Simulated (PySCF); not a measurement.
Level of theory: PBE-D3(BJ)/def2-TZVP // B3LYP-D3(BJ)/def2-TZVP (PySCF). Gas-phase values, no solvent. One relaxed conformer stands for a flexible species; it need not be the lowest. Excitations are Tamm–Dancoff values on a coarser integration grid. The basis has no diffuse functions, so Rydberg states are missing or too high.

Reference species (SMILES): `CC` (neutral, multiplicity 1).

The T1 excitation (TDA) is 8.56 eV and the HOMO–LUMO gap is 8.79 eV.

Changed species: `CC[S@](C)=O` (C–C–S–O torsion 44°) (X = methylsulfinyl; the reference has X = H).

Q: Give the shifts of the T1 excitation (TDA) and HOMO–LUMO gap.

A: the T1 excitation (TDA) falls by 3.75 eV, to 4.81 eV; the HOMO–LUMO gap falls by 3.60 eV, to 5.19 eV.
